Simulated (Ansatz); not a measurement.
We consider rock-salt SrO, described by G0W0@PBE (plane waves, hard PAW, contour deformation; Ansatz, a quantum-chemistry and plane-wave program).

The cell has the measured lattice parameters. Conventional cell: a = 5.1600 Å, b = 5.1600 Å, c = 5.1600 Å, α = 90.00°, β = 90.00°, γ = 90.00°.

The quasiparticle gap at Γ at a fixed k mesh 4×4×4:

```json
[
 {"response cutoff": "150 eV, 263 empty bands", "value (eV)": "5.449"},
 {"response cutoff": "200 eV, 405 empty bands", "value (eV)": "5.535"},
 {"response cutoff": "250 eV, 566 empty bands", "value (eV)": "5.586"},
 {"response cutoff": "300 eV, 745 empty bands", "value (eV)": "5.617"}
]
```

Taking the value to converge with the response cutoff E as E^(−3/2), extrapolate from the last two rows.

With y = y∞ + c/w and weights w = 3953 and 5196 for the last two rows, y∞ = (w2 y2 − w1 y1)/(w2 − w1) = (5196 × 5.617 − 3953 × 5.586)/1243 = 5.716 eV, which lies 0.099 beyond the last row. Successive pairs of rows give 5.694, 5.714, 5.716. The limit also hangs on the law assumed, so its last digits aren't firm.

The other settings are not extrapolated, so this is the limit in one setting alone.

At the last cutoff the smallest gap on this mesh is 5.14 eV, with an edge away from Γ.

Spin–orbit coupling is not included.
